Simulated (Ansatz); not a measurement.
# OSi: the cost of one run

Program: Ansatz 0.2.0. Level of theory: CCSD(T) on Hartree-Fock, Gaussian basis cc-pV(Q+d)Z, and further levels as typed in the inputs. These are calculated values, not measurements.

## Step 1: The system as given

Bond lengths: Si1–O2 1.517 Å.

Structure file:

```xyz
2

Si    0.0000    0.0000   -0.0035
O     0.0000    0.0000    1.5135
```

## Step 2: Batch of species: OSi

It takes final geometries of earlier steps.

Input file input.yaml:

```yaml
basis:
  gaussian: { orbitals: "cc-pV(Q+d)Z.json" }
hamiltonian:
  xc: hf
correlation:
  method: ccsd_t
scf:
  omitted_lower_state_checks: [cluster_reference, increment]
batch:
  members: [n.yaml, s.yaml, p.yaml, vs.yaml, vp.yaml]
# s.yaml, one of 5 members:
crystal:
  periodic: [false, false, false]
  atoms:
    - { symbol: Si, position_ang: [0.0, 0.0, -0.00289935] }
    - { symbol: O, position_ang: [0.0, 0.0, 1.52289935] }
magnetization:
  spin_polarized: true
  initial_magnetization: 1
total_charge: 1
basis:
  gaussian:
    orbitals: "cc-pV(Q+d)Z.json"
    occupation: { up: { A1: 7, B1: 2, B2: 2 }, down: { A1: 6, B1: 2, B2: 2 } }
```

The run is started by

```bash
$ ansatz run input.yaml --threads 4 --pin off --max-ram 10240MiB --backend cpu --events-out ev --progress --plain --runs-dir out
```

Q: Estimate wall time and peak memory on 4 threads of Intel Xeon Platinum 8488C (Sapphire Rapids), shared host.

About 11 s, with a peak of 2.4 GiB.
